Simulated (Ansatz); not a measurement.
Method: DFT, revPBE, plane waves (420 eV) with PAW, scalar-relativistic in Ansatz 0.2.0. (PAW data from PBE, frozen cores regenerated.)

An element in the hcp structure gives this curve. The cell is scaled uniformly from the relaxed one, with fractional coordinates and shape fixed. Energies are extrapolated to zero smearing, pressures are those at the given smearing. Magnetic state: spin not included.

```json
{"V (Å³/atom)": "13.783", "E − E₀ (meV/atom)": "62.0", "P (GPa)": "12.04"}
{"V (Å³/atom)": "14.410", "E − E₀ (meV/atom)": "25.2", "P (GPa)": "7.03"}
{"V (Å³/atom)": "15.036", "E − E₀ (meV/atom)": "5.8", "P (GPa)": "3.11"}
{"V (Å³/atom)": "15.663", "E − E₀ (meV/atom)": "0.0", "P (GPa)": "0.08"}
{"V (Å³/atom)": "16.289", "E − E₀ (meV/atom)": "4.7", "P (GPa)": "-2.25"}
{"V (Å³/atom)": "16.916", "E − E₀ (meV/atom)": "17.5", "P (GPa)": "-4.03"}
{"V (Å³/atom)": "17.543", "E − E₀ (meV/atom)": "36.4", "P (GPa)": "-5.37"}
```

Task: Which element is it?
A. zinc
B. osmium
C. rhodium
D. silicon

Result: A. Its fit is V₀ = 15.67 Å³/atom, B₀ = 66 GPa, B₀′ = 5.5.
